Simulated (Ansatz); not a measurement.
A relaxed structure of Ta. Space group Im-3m (No. 229), bcc (W type). Calculation: r2SCAN (plane waves to 500 eV, PAW, scalar-relativistic; Ansatz, a program for electronic structure).

```cif
data_Ta2
_chemical_formula_sum 'Ta2'
_space_group_name_H-M_alt 'Im-3m'
_space_group_IT_number 229
_space_group_name_Hall '-I 4 2 3'
_cell_length_a 3.30510
_cell_length_b 3.30510
_cell_length_c 3.30510
_cell_angle_alpha 90.000
_cell_angle_beta 90.000
_cell_angle_gamma 90.000
loop_
_atom_site_label
_atom_site_type_symbol
_atom_site_symmetry_multiplicity
_atom_site_Wyckoff_symbol
_atom_site_fract_x
_atom_site_fract_y
_atom_site_fract_z
_atom_site_occupancy
Ta1 Ta 2 a 0.00000 0.00000 0.00000 1
```
(The calculation used a cell of 1 atom; values per cell refer to that cell.)

For Ta, the volume per atom is 18.05 Å³ and the density comes out as 16.64 g/cm³. The band gap comes out as zero (metallic), the shortest distances is Ta–Ta 2.86 Å and the k-mesh is 20×20×20.

Band energies at high-symmetry points (eV from the Fermi level; labels of this space group; no spin-orbit coupling), from −5 eV up to 4.0 eV:

```
point           energies
-----  -----------------
Γ         0.86 0.86 0.86
H            -3.92 -3.92
N       -4.53 -1.55 1.48
P      -1.32 -1.32 -1.32
```

No spin polarisation in the result.

Measured for Ta: a 3.299 Å (static lattice; corrected from measurement; as listed in Daniel Mejia-Rodriguez, S. B. Trickey, Phys. Rev. B (2018)). Computed minus measured — a: r2SCAN +0.2 %. The computed values are for a static lattice.

The run could not lose the symmetry of its start.
